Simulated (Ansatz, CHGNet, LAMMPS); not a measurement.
## Ladder of methods for the elastic constant C44 of fcc Rh

Reference value: 184 GPa (measured, temperature not stated, not corrected to a static lattice; as tabulated in Mehl and Papaconstantopoulos (1996), arXiv:mtrl-th/9602003).

Q: Put these levels in order of the elastic constant C44 that they give for fcc Rh, smallest first: CHGNet 0.3.0, Morse jacobson2022 (LAMMPS), r²SCAN (Ansatz, a quantum-chemistry and plane-wave program).

A: CHGNet 0.3.0 (84.2 GPa), r²SCAN (197 GPa), Morse jacobson2022 (280 GPa)

Unless a cell is named, each level is at its own relaxed cell (Morse jacobson2022 13.71, CHGNet 0.3.0 14.23, r²SCAN 13.72 Å³/atom).

Differences against the reference: Morse jacobson2022 +52 %, CHGNet 0.3.0 -54 %, r²SCAN +7.1 %.

The reference isn't brought to a static lattice, while the calculations are for one, so the differences are not the levels' errors alone. A static lattice is as a rule stiffer than a warm one, by over a tenth in soft solids. The crystal itself was run without spin with r²SCAN; a magnetic state was not tried in these runs. Each level is taken at its own relaxed cell. Ansatz's density-functional and Hartree–Fock values are scalar-relativistic unless marked +SOC, with PAW data made under PBE.

Empirical potentials (Morse jacobson2022) are fitted to chosen data: where that held the value shown, agreement is built in, and what lay outside the fit can be far off. Machine-learned potentials (CHGNet 0.3.0) are trained on DFT data: a solid inside that data is no test of them.

Differences are worked out from the printed values.
